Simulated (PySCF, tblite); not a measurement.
# C₄H₈N₂: geometry, infrared bands and NMR shifts

Wanted: the infrared bands and NMR shifts of C₄H₈N₂ (`[H]/N=C(\C)CN=C`), by calculation.

Programs: tblite 0.8.0 and PySCF 2.14.0, with density-fitted response routines of our own. Each step states its level of theory. These are calculated values for one molecule in the gas phase, unless marked as measured. Atoms count from 0, in the outputs and in this text.

### Step 1. The molecule as given

14 atoms, charge 0, multiplicity 1; geometry from: force field or distance geometry start.

Bonds of the start (Å): C0–N1 1.30, N1–C2 1.43, C2–C3 1.51, C3–C4 1.50, C3–N5 1.30, C0–H6 1.11, C0–H7 1.09, C2–H8 1.12, C2–H9 1.12, C4–H10 1.10, C4–H11 1.13, C4–H12 1.12, N5–H13 1.03.

### Step 2. Optimising the geometry with GFN2-xTB

Job settings and geometry (Å):

```
{"job": {"kind": "relax", "xc": "GFN2-xTB", "basis": "xTB"}, "charge": 0, "multiplicity": 1}
C      2.634800    -0.694000     0.232900
N      1.439200    -0.899900     0.699600
C      0.544500     0.212900     0.706200
C     -0.851200    -0.198700     0.321700
C     -1.914000     0.854000     0.287900
N     -1.134300    -1.441700     0.057100
H      2.858500     0.323100    -0.143800
H      3.388300    -1.474300     0.201700
H      0.949500     0.932000    -0.046100
H      0.535600     0.760200     1.683100
H     -2.891300     0.482800     0.626500
H     -1.961200     1.191900    -0.790600
H     -1.517800     1.697100     0.903700
H     -2.081200    -1.745900    -0.202100
```

Run with:

```console
OMP_NUM_THREADS=1 python probes_run.py task.json out
```

The driver reads the jobs from task.json and runs them one after another.

**Question.** This job is followed by: GFN2-xTB harmonic vibrations, gas phase; GIAO PBE0/pcSseg-1 NMR shielding, non-relativistic, gas phase. What will the session give for the following? strongest single infrared mode (GFN2-xTB); zero-point energy (GFN2-xTB); ¹³C shifts against TMS (PBE0/pcSseg-1); ¹H shifts against TMS (PBE0/pcSseg-1, means over atoms taken as alike); ¹⁵N shifts against NH3 (PBE0/pcSseg-1).

**Answer**, as computed:

| quantity | value |
| --- | --- |
| strongest single infrared mode (GFN2-xTB) | 1748 cm⁻¹, 187 km/mol |
| zero-point energy (GFN2-xTB) | 72.3 kcal/mol |
| ¹³C shifts against TMS (PBE0/pcSseg-1) | 181.0, 156.6, 78.3, 28.5 ppm |
| ¹H shifts against TMS (PBE0/pcSseg-1, means over atoms taken as alike) | 10.28, 7.71, 7.27, 4.36, 2.31 ppm |
| ¹⁵N shifts against NH3 (PBE0/pcSseg-1) | 405.4, 346.8 ppm |

In words: Over 253 steps the energy fell by 0.700 eV; of the close pairs, C0–N1 changed most, 1.300 to 1.250 Å. All 36 modes are real, so the xTB geometry is a minimum. The strongest single mode, at 1748 cm⁻¹, is carried by C3, N5, C0, N1. GFN2-xTB is a fitted tight-binding method: band positions and strengths are rough. Its intensities can rank the bands wrongly. At PBE0/pcSseg-1: The widest tensor belongs to N1: span 773 ppm, with a paramagnetic part of -467 ppm.
